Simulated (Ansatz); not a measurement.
# C2H7Al: molecular dynamics

Purpose: to follow the molecule's vibrations and see whether its bonds hold. The start is relaxed first. Runs: 500 steps of 1 fs at constant energy, with velocities drawn for 1500 K.

Program: Ansatz 0.2.0. Level of theory: RKS r2SCAN-D4/def2-SVP. These are calculated values, not measurements.

## 1. The starting structure

Bond lengths: Al1–H2 1.560 Å, Al1–H3 1.560 Å, Al1–C4 1.970 Å, C4–H5 1.110 Å, C4–H6 1.110 Å, C4–C7 1.520 Å, C7–H8 1.110 Å, C7–H9 1.110 Å, C7–H10 1.110 Å. Angles (14 of 15 angles, heavy atoms first): Al1–C4–C7 109.5°, H2–Al1–C4 120.0°, H3–Al1–C4 120.0°, Al1–C4–H5 109.5°, Al1–C4–H6 109.5°, H5–C4–C7 109.4°, H6–C4–C7 109.4°, C4–C7–H8 109.5°, C4–C7–H9 109.5°, C4–C7–H10 109.5°, H2–Al1–H3 120.0°, H5–C4–H6 109.4°, H8–C7–H9 109.4°, H8–C7–H10 109.4°.

As a file:

```xyz
10

Al    0.0000    0.0000    0.0000
H     0.0000    0.0000    1.5600
H     1.3510    0.0000   -0.7800
C    -1.7060    0.0000   -0.9850
H    -2.2662   -0.9305   -0.7558
H    -2.3102    0.8797   -0.6796
C    -1.4298    0.0696   -2.4781
H    -2.3466   -0.2101   -3.0379
H    -1.1306    1.1028   -2.7518
H    -0.6104   -0.6331   -2.7365
```

## 2. Preparing the start

The input, input.yaml:

```yaml
crystal:
  periodic: [false, false, false]
  atoms:
    - { symbol: Al, position_ang: [0.0, 0.0, 0.0] }
    - { symbol: H, position_ang: [0.0, 0.0, 1.56] }
    - { symbol: H, position_ang: [1.351, 0.0, -0.78] }
    - { symbol: C, position_ang: [-1.706, 0.0, -0.985] }
    - { symbol: H, position_ang: [-2.2662, -0.9305, -0.7558] }
    - { symbol: H, position_ang: [-2.3102, 0.8797, -0.6796] }
    - { symbol: C, position_ang: [-1.4298, 0.0696, -2.4781] }
    - { symbol: H, position_ang: [-2.3466, -0.2101, -3.0379] }
    - { symbol: H, position_ang: [-1.1306, 1.1028, -2.7518] }
    - { symbol: H, position_ang: [-0.6104, -0.6331, -2.7365] }
basis:
  gaussian: { orbitals: def2-SVP }
hamiltonian:
  xc: r2scan
  dispersion: d4
relax:
  f_tol: 0.02
  max_steps: 40
output:
  orbitals: {}
```

Started as:

```bash
> ansatz run input.yaml --threads 2 --pin off --max-ram 3072MiB --backend cpu --events-out ev --progress --plain --runs-dir out
```

Standard output, cut to the lines that bear on the results:

```text
Warning: RAYON_NUM_THREADS=2 ignored (pool sized by the plan → 2); use --threads N
[...]
Functional definition: r2SCAN
[...]
915 factors; their error is unknown
[...]
mean field -8778.53777592 eV, -322.6053129586 hartree, gradient 5.5e-5 eV, S^2 0.000000; 0 other end points of the search recorded, 0 dependent functions left out
[...]
reference -8778.53778752 eV, -322.6053133846 hartree; 16, 16 occupied and 65, 65 virtual orbitals, 915 factors
relax step   1: F+E_penalty+E_count = -8778.57380037 eV  Δ(F+E_penalty+E_count) = +0.000e0 eV  max|allowed force component| = 5.910e-1 eV/Å  Δτ_max = 0.0000 Å  (24 SCF iters, accepted)
[...]
relax step   7: F+E_penalty+E_count = -8778.70086172 eV  Δ(F+E_penalty+E_count) = -2.553e-5 eV  max|allowed force component| = 3.451e-2 eV/Å  Δτ_max = 0.0201 Å  (28 SCF iters, accepted)
[...]
relax step   8: F+E_penalty+E_count = -8778.70104226 eV  Δ(F+E_penalty+E_count) = -1.805e-4 eV  max|allowed force component| = 1.666e-3 eV/Å  Δτ_max = 0.0156 Å  (29 SCF iters, accepted)
915 factors; their error is unknown
[...]
mean field -8778.66545786 eV, -322.6100051833 hartree, gradient 1.5e-5 eV, S^2 0.000000; 1 other end points of the search recorded, 0 dependent functions left out
[...]
reference -8778.66546964 eV, -322.6100056161 hartree; 16, 16 occupied and 65, 65 virtual orbitals, 915 factors
Total energy: -8778.70105404 eV, -322.6113133185 hartree
Atom 0 at     0.025732     0.040700     0.064104 Å, force    -0.001264     0.000086     0.001208 eV/Å
Atom 1 at    -0.078145     0.022566     1.654885 Å, force     0.000136    -0.001518    -0.000730 eV/Å
Atom 2 at     1.463660     0.103316    -0.623247 Å, force     0.001236     0.001415    -0.000652 eV/Å
Atom 3 at    -1.616665    -0.026250    -1.010217 Å, force    -0.001191    -0.000253    -0.000176 eV/Å
Atom 4 at    -2.145393    -0.959590    -0.725252 Å, force     0.000362     0.001666     0.000506 eV/Å
Atom 5 at    -2.290896     0.769652    -0.633365 Å, force     0.000259    -0.000428    -0.000250 eV/Å
Atom 6 at    -1.482451     0.063294    -2.535198 Å, force     0.000156     0.001107    -0.001165 eV/Å
Atom 7 at    -2.457767     0.000745    -3.047696 Å, force    -0.000002    -0.000510     0.000358 eV/Å
Atom 8 at    -1.014010     1.010689    -2.849531 Å, force     0.000758    -0.000746     0.000376 eV/Å
Atom 9 at    -0.852864    -0.746722    -2.939183 Å, force    -0.000450    -0.000818     0.000524 eV/Å
Dipole moment:    -0.139539    -0.005345    -0.079661 e Å
```

It took 5.7 s on 2 threads of AMD EPYC 9R45 (Zen 5), shared host; peak memory 0.16 GiB.

The steps of the relaxation:

```csv
step,energy from step 1 (eV),largest force component (eV/Å)
1,0.0000,0.5910
2,-0.1061,0.2451
3,-0.1198,0.1041
4,-0.1232,0.1777
5,-0.1263,0.0754
6,-0.1270,0.0121
7,-0.1271,0.0345
8,-0.1272,0.0017
```

Step 1 is the start.

After: Bond lengths: Al1–H2 1.594 Å, Al1–H3 1.595 Å, Al1–C4 1.964 Å, C4–H5 1.110 Å, C4–H6 1.109 Å, C4–C7 1.533 Å, C7–H8 1.104 Å, C7–H9 1.103 Å, C7–H10 1.103 Å. Angles (14 of 15 angles, heavy atoms first): Al1–C4–C7 118.0°, H2–Al1–C4 119.4°, H3–Al1–C4 121.3°, Al1–C4–H5 106.7°, Al1–C4–H6 107.3°, H5–C4–C7 110.3°, H6–C4–C7 110.4°, C4–C7–H8 112.4°, C4–C7–H9 111.8°, C4–C7–H10 111.8°, H2–Al1–H3 119.3°, H5–C4–H6 103.1°, H8–C7–H9 107.0°, H8–C7–H10 107.0°.

## 3. Dynamics

500 steps of 1 fs at constant energy, with velocities drawn for 1500 K, from the relaxed start.

The input, input.yaml:

```yaml
crystal:
  periodic: [false, false, false]
  atoms:
    - { symbol: Al, position_ang: [0.025732, 0.0407, 0.064104] }
    - { symbol: H, position_ang: [-0.078145, 0.022566, 1.654885] }
    - { symbol: H, position_ang: [1.46366, 0.103316, -0.623247] }
    - { symbol: C, position_ang: [-1.616665, -0.02625, -1.010217] }
    - { symbol: H, position_ang: [-2.145393, -0.95959, -0.725252] }
    - { symbol: H, position_ang: [-2.290896, 0.769652, -0.633365] }
    - { symbol: C, position_ang: [-1.482451, 0.063294, -2.535198] }
    - { symbol: H, position_ang: [-2.457767, 0.000745, -3.047696] }
    - { symbol: H, position_ang: [-1.01401, 1.010689, -2.849531] }
    - { symbol: H, position_ang: [-0.852864, -0.746722, -2.939183] }
basis:
  gaussian: { orbitals: def2-SVP }
hamiltonian:
  xc: r2scan
  dispersion: d4
md:
  timestep: 1.0
  n_steps: 500
  ensemble: nve
  temperature: 1500.0
  initial_velocities: maxwell_boltzmann
  seed: 728772
```

Started as:

```bash
> ansatz run input.yaml --threads 2 --pin off --max-ram 3072MiB --backend cpu --events-out ev --progress --plain --runs-dir out
```

Standard output, cut to the lines that bear on the results:

```text
Warning: RAYON_NUM_THREADS=2 ignored (pool sized by the plan → 2); use --threads N
[...]
[... 1 set-up line as earlier in the session ...]
[...]
915 factors; their error is unknown
[...]
mean field -8778.66545764 eV, -322.6100051751 hartree, gradient 4.3e-5 eV, S^2 0.000000; 0 other end points of the search recorded, 0 dependent functions left out
[...]
reference -8778.66546940 eV, -322.6100056074 hartree; 16, 16 occupied and 65, 65 virtual orbitals, 915 factors
md step     0: t =     0.00 fs  T =  1500.0 K  F+E_penalty+E_count = -8778.70104204 eV  E_kin = 1.551120 eV  conserved = -8777.14992205 eV  (24 SCF iters)
[...]
md step    18: t =    18.00 fs  T =   733.9 K  F+E_penalty+E_count = -8777.88460029 eV  E_kin = 0.758886 eV  conserved = -8777.12571468 eV  (29 SCF iters, 3 dispersion substeps)
[...]
md step    36: t =    36.00 fs  T =  1076.1 K  F+E_penalty+E_count = -8778.23581941 eV  E_kin = 1.112724 eV  conserved = -8777.12309578 eV  (28 SCF iters, 3 dispersion substeps)
[...]
md step    54: t =    54.00 fs  T =   829.1 K  F+E_penalty+E_count = -8777.98940066 eV  E_kin = 0.857389 eV  conserved = -8777.13201117 eV  (28 SCF iters, 3 dispersion substeps)
[...]
md step    70: t =    70.00 fs  T =   769.6 K  F+E_penalty+E_count = -8777.91696712 eV  E_kin = 0.795819 eV  conserved = -8777.12114795 eV  (28 SCF iters, 3 dispersion substeps)
md step    71: t =    71.00 fs  T =   980.3 K  F+E_penalty+E_count = -8778.15040284 eV  E_kin = 1.013666 eV  conserved = -8777.13673727 eV  (28 SCF iters, 3 dispersion substeps)
```

## 4. More of the same log: dynamics from the start

The log, continued, cut to the lines that bear on the results:

```text
md step    72: t =    72.00 fs  T =   970.2 K  F+E_penalty+E_count = -8778.12723193 eV  E_kin = 1.003286 eV  conserved = -8777.12394616 eV  (28 SCF iters, 3 dispersion substeps)
[...]
md step    95: t =    95.00 fs  T =   848.1 K  F+E_penalty+E_count = -8778.00210015 eV  E_kin = 0.877042 eV  conserved = -8777.12505784 eV  (27 SCF iters, 3 dispersion substeps)
[...]
md step   118: t =   118.00 fs  T =   798.4 K  F+E_penalty+E_count = -8777.94928914 eV  E_kin = 0.825580 eV  conserved = -8777.12370878 eV  (29 SCF iters, 3 dispersion substeps)
[...]
md step   141: t =   141.00 fs  T =   838.6 K  F+E_penalty+E_count = -8778.00357112 eV  E_kin = 0.867167 eV  conserved = -8777.13640399 eV  (29 SCF iters, 3 dispersion substeps)
[...]
md step   162: t =   162.00 fs  T =   820.5 K  F+E_penalty+E_count = -8777.98350305 eV  E_kin = 0.848452 eV  conserved = -8777.13505128 eV  (29 SCF iters, 3 dispersion substeps)
md step   163: t =   163.00 fs  T =   841.3 K  F+E_penalty+E_count = -8778.00481764 eV  E_kin = 0.869986 eV  conserved = -8777.13483139 eV  (29 SCF iters, 3 dispersion substeps)
```

## 5. More of the same log: dynamics from the start

The log, continued, cut to the lines that bear on the results:

```text
md step   164: t =   164.00 fs  T =   605.8 K  F+E_penalty+E_count = -8777.75332592 eV  E_kin = 0.626455 eV  conserved = -8777.12687087 eV  (29 SCF iters, 3 dispersion substeps)
[...]
md step   182: t =   182.00 fs  T =   662.9 K  F+E_penalty+E_count = -8777.78286709 eV  E_kin = 0.685521 eV  conserved = -8777.09734589 eV  (29 SCF iters, 3 dispersion substeps)
[...]
md step   200: t =   200.00 fs  T =   515.5 K  F+E_penalty+E_count = -8777.64450671 eV  E_kin = 0.533112 eV  conserved = -8777.11139428 eV  (29 SCF iters, 3 dispersion substeps)
[...]
md step   218: t =   218.00 fs  T =   944.8 K  F+E_penalty+E_count = -8778.11877983 eV  E_kin = 0.977023 eV  conserved = -8777.14175715 eV  (28 SCF iters, 3 dispersion substeps)
[...]
Atom 0 at     0.018645     0.088536     0.051626 Å, force     0.435342    -0.296665     1.997538 eV/Å
Atom 1 at     1.645865     0.144379    -0.198865 Å, force    -0.700395     0.125919    -0.147351 eV/Å
Atom 2 at    -0.478573     0.077980     1.706597 Å, force     0.481392     0.159166    -1.167848 eV/Å
Atom 3 at    -1.421449    -0.411275    -1.130439 Å, force     0.784526     0.917867    -0.419294 eV/Å
Atom 4 at    -1.212153    -1.444592    -1.328035 Å, force     0.313658    -1.318756    -0.396430 eV/Å
Atom 5 at    -2.329515    -0.456380    -0.547551 Å, force    -0.711994     0.213805     0.456237 eV/Å
Atom 6 at    -1.644179     0.343400    -2.419115 Å, force     0.453051     1.113147    -0.853174 eV/Å
Atom 7 at    -2.504955    -0.006160    -2.951698 Å, force    -0.905055    -0.573469    -0.646099 eV/Å
Atom 8 at    -1.862100     1.402313    -2.266679 Å, force    -0.264520     0.440956     0.506242 eV/Å
Atom 9 at    -0.843330     0.452840    -3.193827 Å, force     0.113995    -0.781969     0.670179 eV/Å
Dipole moment:    -0.121495     0.047258    -0.271339 e Å
```

It took 5.1 min on 2 threads of AMD EPYC 9R45 (Zen 5), shared host; peak memory 0.16 GiB.

## 6. The trajectory

The trajectory, every 26 steps (energies from step 0):

```csv
time (fs),T (K),potential energy change (meV/atom),total energy change (meV/atom)
0.0,1500,0.0,0.00
26.0,674,89.5,4.11
52.0,492,108.3,4.07
78.0,782,77.4,3.18
104.0,391,121.1,6.43
130.0,671,88.3,2.56
156.0,622,93.9,3.19
182.0,663,91.8,5.26
208.0,912,63.0,2.28
234.0,879,67.0,2.74
260.0,525,105.2,4.37
286.0,792,74.0,0.79
312.0,384,120.1,4.78
338.0,657,90.5,3.37
364.0,672,89.7,4.09
390.0,986,55.2,2.12
416.0,743,82.2,3.94
442.0,966,57.9,2.71
468.0,858,68.2,1.77
494.0,732,83.2,3.76
500.0,1098,41.8,0.18
```

time (fs), T (K) and a bar:
```
      0.0       1500 ##############################
     22.0        920 ##############
     43.0        819 ###########
     65.0        750 #########
     87.0        758 #########
    109.0        720 ########
    130.0        671 #######
    152.0        932 ##############
    174.0        932 ##############
    196.0       1068 ##################
    217.0        677 #######
    239.0        589 ####
    261.0        438 
    283.0        555 ###
    304.0        878 ############
    326.0        705 ########
    348.0        627 #####
    370.0        471 #
    391.0        724 ########
    413.0        686 #######
    435.0        710 ########
    457.0        926 ##############
    478.0        866 ############
    500.0       1098 ###################
```

Maxima of the velocity power spectrum (cm⁻¹, relative height; resolution about 130 cm⁻¹): 150 (15), 430 (17), 570 (17), 930 (8), 1200 (15), 1370 (69), 1880 (23), 2950 (100).

## 7. Frames from the trajectory

Extended XYZ, with forces in eV/Å:

```xyz
10
time_fs=62.0 T=631 dE=0.9382
Al    0.046    0.056    0.146    0.029   -0.247   -0.668
H     0.191    0.949    1.499   -0.195   -0.255   -0.368
H     1.183   -1.071   -0.202   -0.248    0.439    0.191
C    -1.524   -0.047   -1.107    0.260   -2.629    1.711
H    -1.558   -1.328   -0.738   -0.217    3.038   -1.099
H    -2.426    0.388   -0.613    0.233   -0.188   -0.186
C    -1.601    0.101   -2.634   -2.571   -0.129    0.863
H    -2.697   -0.214   -3.004    2.585    0.051    0.271
H    -1.580    1.161   -2.865    0.071    0.714   -0.050
H    -0.722   -0.304   -3.114    0.054   -0.794   -0.665
10
time_fs=125.0 T=1024 dE=0.4999
Al   -0.014    0.093   -0.020    0.471   -1.032   -0.405
H     0.335    1.350    0.819    0.164    0.435    0.293
H     1.064   -1.100   -0.400   -0.235    0.599    0.290
C    -1.688   -0.248   -0.933   -0.455    2.585   -0.415
H    -1.824   -1.279   -0.960   -0.593   -2.448    0.131
H    -2.629    0.236   -0.577    0.455   -0.181   -0.060
C    -1.364    0.172   -2.374   -0.656    0.170   -2.989
H    -2.226    0.277   -3.199    0.981   -0.732    1.903
H    -0.951    1.182   -2.559    0.357    0.163    0.652
H    -0.636   -0.526   -2.891   -0.489    0.441    0.599
10
time_fs=188.0 T=292 dE=1.3079
Al   -0.041    0.077   -0.081    1.048    1.352    1.875
H     0.194    1.518    0.668   -0.126   -0.380   -0.379
H     1.151   -0.859   -0.085    0.901   -0.769   -0.194
C    -1.647   -0.272   -0.883   -5.945   -2.645   -1.588
H    -2.220   -1.401   -1.012    2.075    2.591    0.503
H    -2.630    0.265   -0.529    1.851   -0.274   -0.305
C    -1.319    0.216   -2.365    4.358   -1.342    4.270
H    -2.161    0.237   -2.882   -4.218    0.769   -2.868
H    -0.806    1.200   -2.209   -0.142   -0.378   -1.145
H    -0.707   -0.625   -2.784    0.197    1.076   -0.168
10
time_fs=250.0 T=437 dE=1.1522
Al    0.030    0.051    0.034    0.682   -1.009    0.816
H     0.056    1.432    0.782    0.303    0.356    0.083
H     1.109   -1.173    0.518   -0.647    0.836   -0.506
C    -1.591   -0.203   -1.004    3.721    3.715   -2.177
H    -1.925   -1.115   -0.891   -2.226   -5.477    0.752
H    -2.209    0.506   -0.559   -1.763    1.332    1.158
C    -1.515    0.170   -2.467    0.188    0.732   -4.485
H    -2.385   -0.122   -3.210    0.983    0.205    1.765
H    -1.423    1.257   -2.685   -0.561    0.189    0.821
H    -0.628   -0.039   -3.205   -0.680   -0.879    1.773
10
time_fs=312.0 T=384 dE=1.2014
Al    0.046    0.056    0.083   -1.021    0.954    0.010
H     0.159    1.492    0.838    0.166   -0.187   -0.322
H     0.751   -1.119    0.744    0.675   -0.851    0.332
C    -1.511   -0.220   -1.118   -0.337   -2.393    3.743
H    -1.794   -1.432   -0.787    0.663    2.985   -1.551
H    -2.210    0.320   -0.350    0.486   -0.358   -1.429
C    -1.584    0.219   -2.572   -3.352   -1.431    2.847
H    -2.661    0.068   -2.831    0.892   -0.143   -1.039
H    -1.397    1.236   -2.543    0.610    2.601   -0.471
H    -0.815   -0.325   -3.005    1.217   -1.176   -2.120
10
time_fs=375.0 T=619 dE=0.9581
Al   -0.026    0.093   -0.041    1.344   -0.810    1.803
H     0.755    1.495   -0.160   -0.216   -0.201   -0.079
H     0.600   -1.103    1.036   -0.321    0.933   -0.771
C    -1.598   -0.391   -0.997   -0.691    6.209    0.848
H    -1.654   -1.361   -1.075   -0.403   -6.139   -0.615
H    -2.521   -0.072   -0.451    0.317    0.013   -0.226
C    -1.423    0.290   -2.319   -1.040    0.065   -1.972
H    -2.220    0.398   -3.071   -1.254   -0.708    0.424
H    -1.145    1.319   -2.395    0.954    1.307    0.930
H    -0.745   -0.225   -2.969    1.309   -0.668   -0.344
10
time_fs=438.0 T=380 dE=1.2055
Al    0.030    0.069    0.067    0.422   -0.012   -0.324
H     1.365    0.838   -0.102    0.388    0.504   -0.166
H    -0.149   -0.944    1.147    0.089   -0.885    1.629
C    -1.447   -0.234   -1.065   -1.585   -3.335   -1.618
H    -1.464   -1.502   -1.213    0.213    2.923    1.057
H    -2.426   -0.019   -0.551    0.591   -0.427    0.106
C    -1.636    0.265   -2.497    0.043    1.954    1.211
H    -2.407   -0.370   -2.990   -0.272    1.074    0.021
H    -1.872    1.435   -2.216    0.277   -2.511   -2.083
H    -0.723    0.087   -3.107   -0.166    0.715    0.166
10
time_fs=500.0 T=1098 dE=0.4179
Al    0.019    0.088    0.052    0.435   -0.297    1.998
H     1.646    0.144   -0.199   -0.700    0.126   -0.147
H    -0.479    0.078    1.707    0.481    0.159   -1.168
C    -1.421   -0.411   -1.130    0.784    0.918   -0.419
H    -1.212   -1.445   -1.328    0.314   -1.319   -0.396
H    -2.329   -0.456   -0.548   -0.712    0.214    0.456
C    -1.644    0.343   -2.419    0.453    1.113   -0.853
H    -2.505   -0.006   -2.952   -0.905   -0.574   -0.646
H    -1.862    1.402   -2.267   -0.265    0.441    0.506
H    -0.843    0.453   -3.194    0.114   -0.782    0.670
```

## 8. Summary of results

| quantity | value |
| --- | --- |
| relaxation of the start | 7 moves, 0.127 eV lower |
| length | 500 steps of 1 fs |
| temperature, first and last step | 1500 and 1098 K |
| temperature, second half | mean 737 K, from 289 to 1152 K |
| potential energy, second half | +82 meV/atom from the start |
| largest change of the total energy | 6.48 meV/atom |
| bonds formed or broken | 0 |

In words: The temperature starts at 1500 K and averages 737 K in the second half, where it ranges from 289 to 1152 K. About half is expected from a start at a minimum: kinetic energy passes into potential energy until both shares match. The total energy strays from its start by at most 6.48 meV/atom, 8.5 % of the mean kinetic energy, which is poor: the step of 1 fs is too long for the fastest motion. No bond forms or breaks. A run of 500 fs with 10 atoms shows the motion but fixes no equilibrium value. The nuclei move classically, without zero-point motion, which matters most for hydrogen.
